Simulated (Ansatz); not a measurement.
formamide (SMILES NC=O) moved off its minimum; all values from Ansatz (an electronic-structure program), cores frozen in correlated methods.
(charge 0, multiplicity 1)
```xyz
6

N     -1.2020     0.1073    -0.1151
C      0.1270     0.3224    -0.1478
O      1.1747    -0.6682     0.0414
H     -1.6652    -0.7814     0.0028
H     -1.5387     0.9574     0.2048
H      0.4343     1.2214    -0.2265
```

Forces at r2SCAN/def2-TZVPP (eV/Å):

| atom | Fx | Fy | Fz |
|---|---|---|---|
| N1 | 2.153 | -0.408 | -0.718 |
| C2 | 4.207 | -13.178 | 2.015 |
| O3 | -6.379 | 5.527 | -1.447 |
| H4 | 0.327 | 0.141 | 0.289 |
| H5 | -2.281 | 1.365 | 0.468 |
| H6 | 1.974 | 6.553 | -0.608 |

### Question
Give the forces (eV/Å), the total energy and the dipole at CCSD(T)/cc-pVTZ.

### Answer

```
atom      Fx       Fy      Fz
----  ------  -------  ------
N1     1.631   -0.451  -0.764
C2     4.617  -13.102   1.975
O3    -6.296    5.489  -1.404
H4     0.375    0.226   0.293
H5    -2.261    1.308   0.517
H6     1.934    6.531  -0.617
```
Energy -169.5638 hartree, dipole 4.73 D.

Doubts at one or more of the structures used: a restricted determinant that unrestricted orbitals would lower (CCSD(T)/cc-pVTZ).
